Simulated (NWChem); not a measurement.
# SiH4; SMILES [SiH4]

```xyz
5

Si     0.0000     0.0000     0.0000
H     -0.8618     0.8618     0.8618
H      0.8618    -0.8618     0.8618
H      0.8618     0.8618    -0.8618
H     -0.8618    -0.8618    -0.8618
```
Atoms are numbered in this order, from 1.

Results from NWChem. Geometry optimised at PBE0/def2-SVP; all other runs use it. 

| quantity | level | value |
|---|---|---|
| anisotropy (bohr³), static | PBE0/def2-SVPD | … |
| −ε(HOMO) (eV) | PBE/def2-SVP | 8.46 |
| solvation free energy (kcal/mol) in n-hexane | PBE0/def2-SVP, SMD | -0.4 |
| vertical, lowest excitation, singlet (eV) | PBE0/def2-SVPD, TDA | 9.17 |
| highest harmonic frequency (cm⁻¹) | PBE0/def2-SVP | … |

### Question
Some entries are withheld; supply them.

### Answer

- anisotropy (bohr³), static, value: 0.0
- highest harmonic frequency (cm⁻¹), value: 2252
